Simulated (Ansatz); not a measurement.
**A ladder of methods for CH5P (SMILES C=[PH3])**

The species is CH5P (7 atoms), meant as a singlet with charge 0. SMILES: `C=[PH3]`. The shape is that of a GFN2-xTB optimisation.

```
atom    x (Å)    y (Å)    z (Å)
   C  -0.2817  -1.0503   0.3483
   P   0.1491   0.5299  -0.0774
   H   0.4219  -1.7700  -0.0654
   H  -1.3020  -1.2690   0.0398
   H   0.2974   1.2962  -1.2712
   H  -0.6714   1.4276   0.5752
   H   1.3867   0.8357   0.4507
```

Each level gives the energy change with the C1–H3 bond stretched from 1.088 to 1.632 Å (eV). The values are calculated.

| level | kind | program | value (eV) | less FCI/STO-3G | CPU time (all runs) |
| --- | --- | --- | --- | --- | --- |
| HF/STO-3G (restricted) | Hartree–Fock | Ansatz | 3.27 | +0.92 | 0.16 s |
| SVWN5/STO-3G (restricted) | LDA | Ansatz | 2.53 | +0.18 | 1.3 s |
| revPBE/STO-3G (restricted) | GGA | Ansatz | 2.35 | 0.00 | 2 s |
| r2SCAN/STO-3G (restricted) | meta-GGA | Ansatz | 2.57 | +0.22 | 4.2 s |
| PBE0/STO-3G (restricted) | global hybrid | Ansatz | 2.69 | +0.34 | 2 s |
| wB97M-V/STO-3G (restricted) | range-separated hybrid | Ansatz | 2.69 | +0.34 | 35 s |
| MP2/STO-3G (restricted) | perturbation theory | Ansatz | 2.70 | +0.35 | 0.18 s |
| CCSD/STO-3G (restricted) | coupled cluster or CI | Ansatz | 2.38 | +0.03 | 0.24 s |
| CCSDT/STO-3G (restricted) | coupled cluster or CI | Ansatz | 2.36 | +0.01 | 0.5 s |
| FCI/STO-3G | exact in the basis | Ansatz | 2.35 | 0.00 | 22 s |

FCI/STO-3G is exact within its basis and frozen core, so for wave-function methods in that basis the difference is their error; functionals converge differently with the basis, so for them it is only a difference. A spin-restricted reference rises too steeply as a bond breaks; here HF/STO-3G lie well above the multireference or unrestricted value. The first shape isn't each level's own minimum. The values span 2.35 to 3.27 eV. All rows use very small basis sets, so none should be taken for the real molecule's value. In so small a basis fixed costs decide the times, and correlated methods can beat functionals. CPU times are rough (shared hosts, several kinds of processor and program).
